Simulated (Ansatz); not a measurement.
Born–Oppenheimer molecular dynamics of CH3SSi (6 atoms, charge 0, multiplicity 2). It starts from a relaxed structure.

Method: UKS PBE0-D4/6-31G (Ansatz 0.2.0).

- ensemble: NVT, Nosé–Hoover chain
- time step: 0.25 fs
- steps asked: 166
- set temperature: 1000 K
- thermostat: time constant 50 fs, chain length 1
- seed: 395542

First frame:

```xyz
6
Properties=species:S:1:pos:R:3
Si -0.856 0.354 -0.796
C 0.113 -0.486 0.345
S 1.082 -0.356 1.796
H -1.677 -0.441 -1.753
H -0.917 1.847 -0.920
H 2.256 -0.917 1.328
```

Task: What does the run give?

Result: The run went to its last step.

| Property | Result |
| --- | --- |
| steps done | 166 |
| time covered | 41.5 fs |
| mean temperature over the second half | 646 K |
| spread of the potential energy over the second half | 14.8 meV per atom |
| mean potential energy of the second half above the start | 39.3 meV per atom |

The conserved energy stayed within 0.094 meV per atom of its start (net change 0.061 meV per atom), so the integration is sound. The mean temperature of the second half is 35 % below the set value. A run of 0.042 ps of so small a system gives no equilibrium averages. Limits of this set-up: no polarisation functions.

Task: What happens to the structure?

Result: The same pairs are bonded in the first frame and the last. Pairs count as bonded within 1.25 times the sum of covalent radii (0.12 Å more for H–H). This is one draw of velocities; another would differ in detail.

Task: How do temperature and energy run in time?

Result: 
```json
{"time (fs)": "0.0", "T (K)": "1000", "potential energy less start (eV)": "0.000", "conserved less start (meV/atom)": "0.00"}
{"time (fs)": "3.2", "T (K)": "618", "potential energy less start (eV)": "0.198", "conserved less start (meV/atom)": "0.08"}
{"time (fs)": "6.5", "T (K)": "631", "potential energy less start (eV)": "0.192", "conserved less start (meV/atom)": "0.04"}
{"time (fs)": "9.8", "T (K)": "322", "potential energy less start (eV)": "0.354", "conserved less start (meV/atom)": "0.06"}
{"time (fs)": "13.0", "T (K)": "288", "potential energy less start (eV)": "0.373", "conserved less start (meV/atom)": "0.03"}
{"time (fs)": "16.2", "T (K)": "246", "potential energy less start (eV)": "0.397", "conserved less start (meV/atom)": "0.06"}
{"time (fs)": "19.5", "T (K)": "316", "potential energy less start (eV)": "0.364", "conserved less start (meV/atom)": "0.07"}
{"time (fs)": "22.8", "T (K)": "650", "potential energy less start (eV)": "0.200", "conserved less start (meV/atom)": "0.03"}
{"time (fs)": "26.0", "T (K)": "691", "potential energy less start (eV)": "0.189", "conserved less start (meV/atom)": "0.06"}
{"time (fs)": "29.2", "T (K)": "912", "potential energy less start (eV)": "0.090", "conserved less start (meV/atom)": "0.03"}
{"time (fs)": "32.5", "T (K)": "665", "potential energy less start (eV)": "0.234", "conserved less start (meV/atom)": "0.07"}
{"time (fs)": "35.8", "T (K)": "639", "potential energy less start (eV)": "0.260", "conserved less start (meV/atom)": "0.03"}
{"time (fs)": "39.0", "T (K)": "456", "potential energy less start (eV)": "0.366", "conserved less start (meV/atom)": "0.06"}
```

Run time: 5.6 min on 1 thread of Arm Neoverse V2, on a shared host, peak memory 0.2 GiB.
